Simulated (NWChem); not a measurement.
# N2 (nitrogen): levels of theory compared

Wanted: a comparison of 6 runs (HF/STO-3G, CAM-B3LYP/def2-TZVPPD, PBE/def2-TZVPPD, r2SCAN/def2-TZVPPD, MP2/def2-TZVPPD, CCSD(T)/def2-TZVPPD) of N2 (nitrogen). 

The results are computed with NWChem 7.3.0.

### Step 1. The structure to begin with

N2: 2 atoms, total charge 0, spin state singlet. SMILES: `N#N`. The coordinates come from a PBE0-D4/def2-TZVP relaxation.

Bond lengths: N1–N2 1.090 Å.

### Step 2. Energy and forces at HF/STO-3G (run 1)

work.nw

```
start work
memory stack 880 mb heap 220 mb global 1100 mb

geometry units atomic noautosym nocenter noautoz
N    0.87966751  -0.28402584   0.45315632
N   -0.87966751   0.28402584  -0.45315632
end

basis "ao basis" spherical bse
* library STO-3G
end

scf
singlet
rhf
thresh 1e-08
maxiter 80
print medium
end

task scf gradient
```

On the command line:

```sh
nwchem work.nw > work.out
```

The program printed:

```text
[...]
  functions       =    10
[...]
  wavefunction    = RHF
[...]
         Total SCF energy =   -107.493380325730
      One-electron energy =   -192.762677952057
      Two-electron energy =     61.470955800835
 Nuclear repulsion energy =     23.798341825492
        Time for solution =      0.0s
[...]
                         RHF ENERGY GRADIENTS
    atom               coordinates                        gradient
                 x          y          z           x          y          z
   1 N       0.879668  -0.284026   0.453156   -0.155656   0.050258  -0.080185
   2 N      -0.879668   0.284026  -0.453156    0.155656  -0.050258   0.080185
[...]
```

Run time: 0.56 s. Hardware: 1 thread of Intel Xeon 6975P-C (Granite Rapids), shared host; peak memory 0.1 GiB.

### Step 3. Energy and gradient at CAM-B3LYP/def2-TZVPPD (run 2)

run.py

```python
from ase import Atoms
from ase.calculators.nwchem import NWChem

atoms = Atoms(['N', 'N'], positions=[
    [0.465500, -0.150300, 0.239800],
    [-0.465500, 0.150300, -0.239800],
])

calc = NWChem(
    label='n2',
    theory='dft',
    memory='2200 mb',
    basis='def2-TZVPPD',
    basispar='spherical bse',
    dft={'xc': 'xcamb88 1.00 lyp 0.81 vwn_5 0.19 hfexch 1.00', 'cam': '0.33 cam_alpha 0.19 cam_beta 0.46', 'mult': '1', 'grid': 'xfine', 'convergence': 'energy 1e-08', 'direct': None, 'iterations': '100', 'mulliken': None},
)
atoms.calc = calc

forces = atoms.get_forces()
print("Total energy (eV):", round(atoms.get_potential_energy(), 6))
print("forces (eV/A):")
for s, f in zip(atoms.symbols, forces):
    print(f"{s:2s} {f[0]:10.5f} {f[1]:10.5f} {f[2]:10.5f}")
print("dipole (e A):", atoms.get_dipole_moment().round(4))
```

On the command line:

```sh
export ASE_NWCHEM_COMMAND="nwchem PREFIX.nwi > PREFIX.nwo"
python run.py
```

The program printed:

```text
Total energy (eV): -2980.461919
forces (eV/A):
N    -0.45143    0.14578   -0.23253
N     0.45143   -0.14578    0.23253
dipole (e A): [ 0. -0.  0.]
```

The calculator wrote n2.nwi:

```
title "n2"

permanent_dir n2

scratch_dir n2

start n2

geometry units angstrom nocenter noautosym noautoz
  N  4.6550000000000002e-01 -1.5029999999999999e-01 2.3980000000000001e-01
  N  -4.6550000000000002e-01 1.5029999999999999e-01 -2.3980000000000001e-01
end

memory 2200 mb

basis spherical bse noprint
   * library def2-TZVPPD
end

dft
  xc xcamb88 1.00 lyp 0.81 vwn_5 0.19 hfexch 1.00
  cam 0.33 cam_alpha 0.19 cam_beta 0.46
  mult 1
  grid xfine
  convergence energy 1e-08
  direct
  iterations 100
  mulliken
end

task dft gradient
```

n2.nwo, shortened:

```text
[...]
         Total DFT energy =     -109.529956197589
[...]
  wavefunction    = closed shell
[...]
                         DFT ENERGY GRADIENTS
    atom               coordinates                        gradient
                 x          y          z           x          y          z
   1 N       0.879667  -0.284026   0.453156    0.008779  -0.002835   0.004522
   2 N      -0.879667   0.284026  -0.453156   -0.008779   0.002835  -0.004522
[...]
```

Wall time 21 s (1 thread of Intel Xeon 6975P-C (Granite Rapids), shared host); peak memory 0.12 GiB.

Runs 3 to 5 aren't shown in full; the table further down has their settings and results.

### Step 4. A single-point energy at CCSD(T)/def2-TZVPPD (run 6)

a.nw

```
start a
memory stack 880 mb heap 220 mb global 1100 mb
charge 0

geometry units angstroms noautosym nocenter noautoz
 N      0.465500    -0.150300     0.239800
 N     -0.465500     0.150300    -0.239800
end

basis spherical bse
 N library def2-TZVPPD
end

scf
 thresh 1e-08
 maxiter 80
end

ccsd
 freeze core 2
 maxiter 60
end

task ccsd(t) energy
```

On the command line:

```sh
nwchem a.nw > a.out
```

The program printed:

```text
[...]
  functions       =    74
[...]
  wavefunction    = RHF
[...]
         Total SCF energy =   -108.989875132144
      One-electron energy =   -194.610076742530
      Two-electron energy =     61.821858117163
 Nuclear repulsion energy =     23.798343493223
        Time for solution =      2.7s
[...]
 Total MP2 energy:           -109.361252685483706
[...]
             energy      energy      error      ampl     ampl      Block
                                                time     time      time
[...]
 Total CCSD energy:           -109.360367471340197
[...]
 Total CCSD+T(CCSD) energy:           -109.379424401573473
[...]
 Total CCSD(T) energy:                -109.378620610322088
[...]
```

Wall time 25 s (1 thread of Intel Xeon 6975P-C (Granite Rapids), shared host); peak memory 0.14 GiB.

### Step 5. All runs side by side

```
run                  level  iteration cap   module  energy (Eh)  dipole moment (D)  HOMO energy (eV)  LUMO energy (eV)  wall time
  1              HF/STO-3G             80      scf  -107.493380               0.00            -14.74              7.75     0.56 s
  2  CAM-B3LYP/def2-TZVPPD            100      dft  -109.529956               0.00            -13.89              0.76       21 s
  3        PBE/def2-TZVPPD            100      dft  -109.452231               0.00                 –                 –      5.7 s
  4     r2SCAN/def2-TZVPPD            100      dft  -109.512498               0.00            -10.74             -1.53      6.3 s
  5        MP2/def2-TZVPPD             80      mp2  -109.361253               0.00            -16.81              3.43        9 s
  6    CCSD(T)/def2-TZVPPD             80  ccsd(t)  -109.378621                  –            -16.81              3.43       25 s
```

### Step 6. Summary of results

```
                                          quantity          value
                               run 6: total energy  -109.37862 Eh
        run 6: HOMO energy (Hartree–Fock orbitals)      -16.81 eV
        run 6: LUMO energy (Hartree–Fock orbitals)        3.43 eV
      run 6: HOMO–LUMO gap (Hartree–Fock orbitals)       20.24 eV
run 6: correlation energy (2 core orbitals frozen)     -388.7 mEh
                             run 6: (T) correction     -18.25 mEh
```

**Reading.** Over runs 1, 2, 4 the HOMO–LUMO gap runs from 9.21 eV (r2SCAN/def2-TZVPPD) to 22.49 eV (HF/STO-3G). The two ends differ in method and basis. Totals of different functionals can't be ranked against each other. In run 1 the basis is minimal, so the values are rough. All runs together took 67 s, the longest 25 s.
